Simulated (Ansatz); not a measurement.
System: rutile PbO2. Method: r²SCAN in Ansatz (plane waves, PAW).

Settings: plane-wave cutoff 560 eV, 12×12×16 k mesh (along the axes of the cell as run), Fermi–Dirac smearing 0.05 eV, scalar-relativistic PAW data made under PBE.

A third-order Birch–Murnaghan fit to the energies gives V0 = 14.107 Å³/atom, B0 = 134 GPa, B′ = 5.9.

```
V (Å³/atom)  P (GPa)
-----------  -------
13.542             ?
13.824          2.88
14.107          0.00
14.389             ?
14.671             ?
```

Q: Estimate the withheld pressures from this fit; the answers are the runs' own values.

A: 
- 13.542, P (GPa): 6.17
- 14.389, P (GPa): -2.51
- 14.671, P (GPa): -4.68

The formula P = (3/2) B0 (x^(7/3) − x^(5/3)) [1 + (3/4)(B′ − 4)(x^(2/3) − 1)] with x = V0/V meets the computed pressures within 0.01 GPa when these rounded values are put in.

Shape and atoms are relaxed at each volume.

Note: the bulk modulus comes from volumes at which shape and atoms were relaxed.

Spin–orbit coupling is not included; it can shift volumes and moduli of such heavy elements.

Computed values are for the static lattice.

Computing time: roughly 60 core-minutes.

Ansatz is an electronic-structure program.
